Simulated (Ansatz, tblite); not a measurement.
# The cluster AgTe₂: a ladder of methods and basis sets

An exercise on one series of results from a longer session: the logs are not shown, and one member is left open.

The runs use Ansatz 0.2.0, Gaussian basis; as each input shows.

The runs, in order: GFN1-xTB, GFN2-xTB, PBE-D4/def2-TZVP, r2SCAN-D4/def2-TZVP, CAM-B3LYP-D4/def2-TZVP, BHLYP-D4/def2-TZVP, HF/def2-TZVP, ωB97X-V/def2-TZVP, r2SCANh-D4/def2-TZVP, PBE-D4/def2-SVP, PBE0-D4/def2-SVP, PBE0-D4/def2-TZVPD, PBE-D4/def2-TZVPD, r2SCAN-D4/def2-TZVPD, CCSD(T)/def2-SVP, MP2/def2-TZVP, RPA/def2-TZVP.

2 further runs of the same task are left out: 2 set aside as unsound or not needed. Runs told in other sessions of the task aren't counted.

## The structure

The geometry is that of the doublet, from an earlier relaxation (PBE0-D4/def2-TZVP). At that level it is the lowest of the isomers that a small search found.

3 atoms, charge 0, spin multiplicity 2.

Bond lengths: Ag1–Te2 2.717 Å, Ag1–Te3 2.718 Å, Te2–Te3 2.723 Å. Angles: Te2–Ag1–Te3 60.1°, Ag1–Te2–Te3 60.0°, Ag1–Te3–Te2 59.9°.

Geometry (Å):

```xyz
3

Ag   -0.7564    0.1745    1.3624
Te    1.5191   -0.4002   -0.0070
Te   -0.7627    0.2257   -1.3554
```

Ag, Te take a core potential in the def2 sets. No spin-orbit coupling is included.

PBE0-D4/def2-TZVP was run before; its log isn't repeated, and its numbers join the tables.

The first run:

Tight binding, by tblite at 300 K electronic temperature and without a spin-polarisation term:

```python
tblite.interface.Calculator('GFN1-xTB', numbers, positions, charge=0, uhf=1).singlepoint()
```

Tight binding, by tblite at 300 K electronic temperature and without a spin-polarisation term:

```python
tblite.interface.Calculator('GFN2-xTB', numbers, positions, charge=0, uhf=1).singlepoint()
```

start.molden holds the orbitals of an earlier run on this state, given as this run's starting guess.

File in.yaml:

```yaml
crystal:
  periodic: [false, false, false]
  atoms:
    - {symbol: Ag, position_ang: [-0.756389, 0.174546, 1.362374]}
    - {symbol: Te, position_ang: [1.519078, -0.400246, -0.006966]}
    - {symbol: Te, position_ang: [-0.762689, 0.225700, -1.355408]}
basis:
  gaussian: {orbitals: def2-TZVP, initial_orbitals: start.molden}
magnetization: {spin_polarized: true, initial_magnetization: 1}
hamiltonian: {xc: pbe, dispersion: d4}
scf: {omitted_lower_state_checks: [starts]}
output: {orbitals: {seedname: orbitals}}
```

Started as:

```
ansatz run in.yaml --threads 4 --pin off --events-out ev --progress --plain --max-ram 3916MiB
```

Steps of the session up to this table: PBE-D4/def2-TZVP; r2SCAN-D4/def2-TZVP; CAM-B3LYP-D4/def2-TZVP; BHLYP-D4/def2-TZVP; HF/def2-TZVP; ωB97X-V/def2-TZVP; r2SCANh-D4/def2-TZVP; PBE-D4/def2-SVP; PBE0-D4/def2-SVP; PBE0-D4/def2-TZVPD; PBE-D4/def2-TZVPD; r2SCAN-D4/def2-TZVPD; CCSD(T)/def2-SVP; MP2/def2-TZVP; RPA/def2-TZVP.

One of the session's tables, all rows but one given; the rest of the session is left out.

It belongs to the step «Levels side by side». 

```
                 level  HOMO (eV)  LUMO (eV)  gap (eV)
          HF/def2-TZVP      -7.23      -0.47      6.75
       PBE-D4/def2-SVP      -4.57      -4.26      0.31
      PBE-D4/def2-TZVP          ?          ?         ?
     PBE-D4/def2-TZVPD      -4.62      -4.29      0.33
   r2SCAN-D4/def2-TZVP      -4.74      -4.15      0.59
  r2SCAN-D4/def2-TZVPD      -4.75      -4.16      0.59
  r2SCANh-D4/def2-TZVP      -5.06      -3.87      1.19
      PBE0-D4/def2-SVP      -5.43      -3.57      1.86
     PBE0-D4/def2-TZVP      -5.45      -3.56      1.88
    PBE0-D4/def2-TZVPD      -5.46      -3.58      1.88
    BHLYP-D4/def2-TZVP      -6.17      -2.78      3.38
CAM-B3LYP-D4/def2-TZVP      -6.55      -2.66      3.88
     ωB97X-V/def2-TZVP      -7.42      -1.82      5.60
```

Estimate the missing values for PBE-D4/def2-TZVP.

**Answer.** HOMO (eV): -4.61; LUMO (eV): -4.27; gap (eV): 0.33. In the column «HOMO (eV)» it lies between PBE-D4/def2-TZVPD (-4.62) and PBE-D4/def2-SVP (-4.57).
